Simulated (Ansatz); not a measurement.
# ClH2NSi (SMILES N[Si]Cl): one structure at several levels

How do the functionals fare away from a minimum? The structure is a structure displaced at random from a GFN2-xTB minimum.

Computed with Ansatz 0.2.0, Gaussian basis. Level: single points in def2-TZVPP.

Correlated methods freeze the cores.

**1. Where the work starts**

5 atoms, charge 0, spin multiplicity 1.

Atoms are counted from 1 here; the program's logs count them from 0.

Bond lengths: N1–Si2 1.623 Å, N1–H4 0.986 Å, N1–H5 1.093 Å, Si2–Cl3 1.940 Å. Angles: Si2–N1–H4 117.6°, Si2–N1–H5 130.4°, H4–N1–H5 107.2°, N1–Si2–Cl3 100.6°.

Coordinates:

```xyz
5
ClH2NSi
N    -0.0736    0.5775   -0.2188
Si   -0.1372   -0.3274    1.1265
Cl    0.6412   -1.9831    0.4808
H    -0.4995    1.4663   -0.1926
H    -0.0077    0.2816   -1.2687
```

**2. CCSD(T)/def2-TZVPP**

Input file run/in.yaml:

```yaml
crystal:
  periodic: [false, false, false]
  atoms:
    - {symbol: N, position_ang: [-0.073600, 0.577500, -0.218800]}
    - {symbol: Si, position_ang: [-0.137200, -0.327400, 1.126500]}
    - {symbol: Cl, position_ang: [0.641200, -1.983100, 0.480800]}
    - {symbol: H, position_ang: [-0.499500, 1.466300, -0.192600]}
    - {symbol: H, position_ang: [-0.007700, 0.281600, -1.268700]}
basis:
  gaussian: {orbitals: def2-TZVPP}
correlation: {method: ccsd_t}
output: {forces: true}
```

No record of the launch command was kept for these runs.

**3. PBE0-D4/def2-TZVPP**

run/in.yaml, as its differences from that of step 2:

```diff
@@ -10,3 +10,3 @@
   gaussian: {orbitals: def2-TZVPP}
-correlation: {method: ccsd_t}
-output: {forces: true}
+hamiltonian: {xc: pbe0, dispersion: d4}
+output: {forces: true, orbitals: {seedname: orbitals}}
```

**4. wB97M-V/def2-TZVPP**

run/in.yaml, as its differences from that of step 3:

```diff
@@ -10,3 +10,3 @@
   gaussian: {orbitals: def2-TZVPP}
-hamiltonian: {xc: pbe0, dispersion: d4}
-output: {forces: true, orbitals: {seedname: orbitals}}
+hamiltonian: {xc: {name: wB97M-V}}
+output: {forces: true}
```

**5. r2SCAN-D4/def2-TZVPP**

run/in.yaml, as its differences from that of step 4:

```diff
@@ -10,3 +10,3 @@
   gaussian: {orbitals: def2-TZVPP}
-hamiltonian: {xc: {name: wB97M-V}}
+hamiltonian: {xc: r2scan, dispersion: d4}
 output: {forces: true}
```

**6. PBE-D4/def2-TZVPP**

run/in.yaml, as its differences from that of step 5:

```diff
@@ -10,3 +10,3 @@
   gaussian: {orbitals: def2-TZVPP}
-hamiltonian: {xc: r2scan, dispersion: d4}
+hamiltonian: {xc: pbe, dispersion: d4}
 output: {forces: true}
```

**7. BLYP-D4/def2-TZVPP**

run/in.yaml, as its differences from that of step 6:

```diff
@@ -10,3 +10,3 @@
   gaussian: {orbitals: def2-TZVPP}
-hamiltonian: {xc: pbe, dispersion: d4}
+hamiltonian: {xc: {name: BLYP}, dispersion: d4}
 output: {forces: true}
```

**8. HSE06-D4/def2-TZVPP**

run/in.yaml, as its differences from that of step 7:

```diff
@@ -10,3 +10,3 @@
   gaussian: {orbitals: def2-TZVPP}
-hamiltonian: {xc: {name: BLYP}, dispersion: d4}
+hamiltonian: {xc: hse06, dispersion: d4}
 output: {forces: true}
```

(Steps that only read results are left out.)

Q: Predict the outcome of this session. Wanted: energy less free atoms, CCSD(T)/def2-TZVPP; RMS force component; RMS force error; HOMO and LUMO, PBE0-D4; T1 diagnostic.

The runs gave:

| quantity | value |
| --- | --- |
| energy less free atoms, CCSD(T)/def2-TZVPP | -1529.3 kJ/mol |
| RMS force component | 2.065 to 2.185 eV/Å over the methods |
| RMS force error | PBE0-D4 0.102, wB97M-V 0.057, r2SCAN-D4 0.098, PBE-D4 0.185, BLYP-D4 0.221, HSE06-D4 0.100 eV/Å |
| HOMO and LUMO, PBE0-D4 | -6.61 and -1.12 eV |
| T1 diagnostic | 0.012 |

What this shows: Against CCSD(T) the functionals' energies less atoms differ by -101.2 to -57.6 kJ/mol, PBE-D4 by -101.2 kJ/mol. A larger basis would deepen the CCSD(T) value, while the functionals are nearly converged already, so the order here is not reliable. On forces the order runs from wB97M-V to BLYP-D4. Frozen-core CCSD(T) forces in triple zeta carry basis errors of their own, and this is one geometry, so small gaps rank nothing.
